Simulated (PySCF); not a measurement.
Cl: ionisation energy

Cl [Ne] 3s2 3p5 (2P) → Cl⁺ [Ne] 3s2 3p4 (3P), as a difference of total energies. All numbers are calculated (PySCF 2.14, the spin-free X2C one-electron Hamiltonian (Gaussian nucleus), in x2c-TZVPPall with one added diffuse shell each of s, p, d type (6s6p4d1f, 51 functions)). Correlated levels: valence: [Ne] frozen; valence and next inner shell: 1s2 frozen. The calculations carry no spin-orbit coupling.

| method | ionisation energy (eV) |
| --- | --- |
| UHF | 11.757 |
| LDA | 13.196 |
| PBE | 12.965 |
| PBE0 | 12.947 |
| r2SCAN | 13.000 |
| PBEsol | 12.943 |
| r2SCAN0 | 12.960 |
| LC-wPBE | 13.048 |
| BP86 | 13.099 |
| MP2 (valence) | 12.720 |
| SCS-MP2 (valence) | 12.717 |
| MP2 (valence and next inner shell) | 12.732 |
| SCS-MP2 (valence and next inner shell) | 12.723 |

Problem. How much does correlation contribute at MP2 (valence and next inner shell)?

Solution. 12.732 − (11.757) = 0.975 eV, measured against UHF.

Errors of the correlated levels include the incompleteness of this basis and the frozen core.

For comparison: 12.974 eV (measured; NIST levels, between the centres of gravity of the two terms).
